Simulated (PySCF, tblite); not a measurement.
Isomers of C4H7OS (doublet state). Computed with GFN2-xTB (tblite): harmonic, unscaled wavenumbers at the GFN2-xTB geometry, gas phase. This tight-binding method is rough: wavenumbers can miss measured ones by several per cent, in bad cases by 10 to 20. Modes of hydrogen on sulfur can be 10 to 20 % off. One conformer each. Open shells enter through the occupations alone, without spin polarisation, and single modes of such species can be off by tens of per cent.

Electronic energies: B3LYP/pcH-1 single points on the GFN2-xTB geometries (PySCF, gas phase).

```
        SMILES  electronic energy, lowest = 0 (kJ/mol)
[H]/[C]=C\OCCS                                   244.9
 C[C](S)C(C)=O                                     0.0
     CCOC[C]=S                                   148.3
```

How do GFN2-xTB zero-point energies change the relative energies?

| SMILES | ZPE (kJ/mol) | of it from modes above 1550 cm⁻¹ | electronic (kJ/mol) | with ZPE, lowest = 0 (kJ/mol) | lowest mode (cm⁻¹) | rings |
| --- | --- | --- | --- | --- | --- | --- |
| C[C](S)C(C)=O | 254.2 | 132.0 | 0.0 | 0.0 | 94 | 0 |
| CCOC[C]=S | 262.5 | 122.3 | 148.3 | 156.5 | 66 | 0 |
| [H]/[C]=C\OCCS | 249.5 | 132.1 | 244.9 | 240.2 | 47 | 0 |

The zero-point energies span 13.0 kJ/mol, from `[H]/[C]=C\OCCS` to `CCOC[C]=S`. The order is unchanged.

And how do the electronic energies of GFN2-xTB itself compare?

`C[C](S)C(C)=O` 0.0; `CCOC[C]=S` 132.0; `[H]/[C]=C\OCCS` 239.6 kJ/mol, lowest = 0. Against the energies above, taken from the same isomer `C[C](S)C(C)=O`, the largest difference is 16.3 kJ/mol.

What do entropy and thermal enthalpy add at 298.15 K and 1 bar (rigid rotor, harmonic oscillator, one conformer each)?

```csv
SMILES,point group,symmetry number,S (J/(mol K)),H − H(0) (kJ/mol),ZPE + H − H(0) − TS (kJ/mol)
C[C](S)C(C)=O,Cs,1,370.2,23.61,167.5
CCOC[C]=S,Cs,1,374.1,22.75,173.7
[H]/[C]=C\OCCS,C1,1,375.7,23.41,160.9
```

S holds R ln(2S + 1) for the spin.
